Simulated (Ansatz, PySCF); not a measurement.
Bond stretch in HF, singlet.

Levels of theory: RKS-B3LYP/3-21G = restricted B3LYP/3-21G (PySCF); RKS-PBE = restricted PBE/cc-pVDZ in Ansatz (an electronic-structure program); UHF/cc-pVDZ (Ansatz); FCI = full CI/cc-pVDZ, frozen core run with Ansatz.

Energies relative to the lowest point of each curve near equilibrium, in kJ/mol:

```csv
R / Å,RKS-B3LYP/3-21G,RKS-PBE,UHF
0.80,96.3,66.8,44.3
0.83,60.2,36.9,20.1
0.96,0.2,0.9,9.5
1.07,18.5,34.0,64.6
1.13,41.7,63.0,105.4
1.49,238.6,268.6,324.1
1.86,420.9,438.2,369.7
2.05,494.5,502.3,375.5
2.28,566.9,562.5,378.4
2.48,616.8,602.1,379.4
3.21,723.4,682.1,380.5
3.63,749.6,701.9,380.7
```

Q: Estimate the FCI values at these points.

A: 0.80: 57.8; 0.83: 30.0; 0.96: 4.2; 1.07: 46.1; 1.13: 79.6; 1.49: 296.4; 1.86: 440.4; 2.05: 479.5; 2.28: 505.7; 2.48: 517.1; 3.21: 528.3; 3.63: 529.1 (kJ/mol).

The restricted form behind RKS-B3LYP/3-21G, RKS-PBE keeps the bonding electrons paired and can't separate into open-shell fragments. The unrestricted determinant behind UHF is spin-contaminated at 1.39 to 3.63 Å (<S²> up to 1.0, against 0.00 for a pure singlet).
